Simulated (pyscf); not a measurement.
Substitution at C: H₃C–GeH₃ + methyl (CH₃•) -> H₃C–CH₂–GeH₃ + H atom (H•)

Gas phase, doublet surface, charge 0. Bonds broken: C1–H3. Bonds formed: C1–C9. Optimised with ωB97X-D3(BJ)/def2-SVP in PySCF.

Transition state (Å):

```xyz
12

C     -1.0886    -0.5045     0.2156
Ge    -0.0865     0.7587    -0.9179
H     -0.9320    -1.3172    -0.8957
H     -2.1717    -0.6409     0.0927
H     -0.5713    -1.2860     0.7889
H      0.1386     2.1120    -0.2124
H      1.2777     0.1357    -1.2501
H     -0.8852     0.9953    -2.2086
C     -1.3125     0.5717     1.7314
H     -1.8702    -0.0470     2.4472
H     -1.8805     1.4644     1.4364
H     -0.3174     0.8378     2.1130
```

One imaginary mode, 1430i cm⁻¹; descent along it reached the two sides named.

```
bond   change  reactant side (Å)  saddle  product side
-----  ------  -----------------  ------  ------------
C1–H3  breaks              1.100   1.386           3.9
C1–C9   forms                3.6   1.872         1.531
```

Electronic energies relative to the separated reactants (kcal/mol):

```tsv
level	barrier	reaction energy	reverse barrier
ωB97X-D3(BJ)/def2-TZVP	49.3	+13.4	35.9
PBE/def2-TZVP	41.7	+13.6	28.1
r²SCAN/def2-TZVP	46.0	+18.7	27.3
B3LYP-D3(BJ)/def2-TZVP	47.7	+17.7	30.0
PBE0-D3(BJ)/def2-TZVP	45.3	+13.4	31.9
M06-2X/def2-TZVP	47.7	+14.1	33.6
ωB97M-D3(BJ)/def2-TZVP	49.5	+14.9	34.7
HF/def2-TZVP	71.4	+21.1	50.3
```

With ωB97M-D3(BJ)/def2-TZVP energies and thermal terms (ideal gas, 1 atm, RRHO with modes under 100 cm⁻¹ raised to 100, one conformer, R ln 2 for chiral ones without a mode under 150 cm⁻¹), in kcal/mol:

```json
[
 {"T (K)": "298", "ΔH‡": "48.7", "ΔG‡": "58.7", "ΔH": "+14.2", "ΔG": "+17.0"},
 {"T (K)": "600", "ΔH‡": "48.7", "ΔG‡": "68.9", "ΔH": "+14.6", "ΔG": "+19.7"},
 {"T (K)": "900", "ΔH‡": "49.3", "ΔG‡": "78.9", "ΔH": "+15.5", "ΔG": "+22.1"},
 {"T (K)": "1200", "ΔH‡": "50.1", "ΔG‡": "88.6", "ΔH": "+16.6", "ΔG": "+24.1"}
]
```

The same reactants have a lower exit, to H₃C–GeH₂• + CH₄ (barrier +5.4 kcal/mol at ωB97M-D3(BJ)/def2-TZVP, against +49.5 kcal/mol here). H₃C–CH₂–GeH₃ lies 9.1 kcal/mol over its isomer H₃C–GeH₂–CH₃ (electronic energy, ωB97M-D3(BJ)/def2-TZVP). One saddle was located; it need not be the lowest between these sides. The angle at the attacked C is 179°. Elements up to Kr have no core potential and no relativistic terms here.
